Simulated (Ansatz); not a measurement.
# C₂H₅NO: small, medium and large basis sets

The task here is to estimate one member of a computed series from the others.

Program: Ansatz 0.2.0, Gaussian basis. Level of theory: one geometry, several basis sets. These are calculated values, not measurements.

The runs, in order: PBE0-D4/def2-SVP; ωB97M-V/def2-SVP; PBE0-D4/def2-QZVPP; ωB97M-V/def2-QZVPP; the functionals' def2-TZVPP values are taken from earlier runs.

## Structure used throughout

An earlier PBE0-D4 in a triple-zeta def2 set relaxation fixed the geometry.

SMILES `CC(N)=O`, 9 atoms, charge 0, spin multiplicity 1.

Atoms are counted from 1 here; the program's logs count them from 0.

Bond lengths: C1–C2 1.509 Å, C1–H5 1.091 Å, C1–H6 1.091 Å, C1–H7 1.090 Å, C2–N3 1.357 Å, C2–O4 1.212 Å, N3–H8 1.002 Å, N3–H9 1.005 Å. Angles: C2–C1–H5 108.4°, C2–C1–H6 113.9°, C2–C1–H7 108.5°, H5–C1–H6 109.0°, H5–C1–H7 107.5°, H6–C1–H7 109.4°, C1–C2–N3 115.7°, C1–C2–O4 122.1°, N3–C2–O4 122.2°, C2–N3–H8 122.4°, C2–N3–H9 118.3°, H8–N3–H9 119.3°.

The first run:

The input, in.yaml:

```yaml
crystal:
  periodic: [false, false, false]
  atoms:
    - {symbol: C, position_ang: [-0.505560, 0.801284, -0.547307]}
    - {symbol: C, position_ang: [0.463337, -0.320312, -0.263731]}
    - {symbol: N, position_ang: [0.377470, -0.872695, 0.973105]}
    - {symbol: O, position_ang: [1.261172, -0.706954, -1.090127]}
    - {symbol: H, position_ang: [-1.178703, 0.481224, -1.344537]}
    - {symbol: H, position_ang: [-1.096878, 1.103615, 0.317917]}
    - {symbol: H, position_ang: [0.056718, 1.658409, -0.918469]}
    - {symbol: H, position_ang: [-0.284031, -0.557979, 1.656862]}
    - {symbol: H, position_ang: [0.994974, -1.632990, 1.199288]}
basis:
  gaussian: {orbitals: def2-SVP}
hamiltonian: {xc: pbe0, dispersion: d4}
output: {orbitals: {seedname: orbitals}}
```

Command:

```
ansatz run in.yaml --threads 4 --pin off --events-out ev --progress --plain --max-ram 10444MiB
```

Steps of the session up to this table: PBE0-D4 in def2-SVP; ωB97M-V in def2-SVP; PBE0-D4 in def2-QZVPP; ωB97M-V in def2-QZVPP.

One table of the session follows, with a row left open; its other results are not shown here.

It belongs to the step «Density functionals: the series». 

| functional | basis | HOMO (eV) | LUMO (eV) |
| --- | --- | --- | --- |
| PBE0-D4 | def2-SVP | -7.04 | 1.17 |
| PBE0-D4 | def2-TZVPP | -7.31 | 0.82 |
| PBE0-D4 | def2-QZVPP | -7.36 | 0.37 |
| ωB97M-V | def2-SVP | ? | ? |
| ωB97M-V | def2-TZVPP | -9.76 | 2.20 |
| ωB97M-V | def2-QZVPP | -9.81 | 1.49 |

Q: Estimate the row for ωB97M-V, def2-SVP from the others.

**Answer.** HOMO (eV): -9.47; LUMO (eV): 3.18. In the column «HOMO (eV)» it lies between ωB97M-V, def2-TZVPP (-9.76) and PBE0-D4, def2-QZVPP (-7.36).
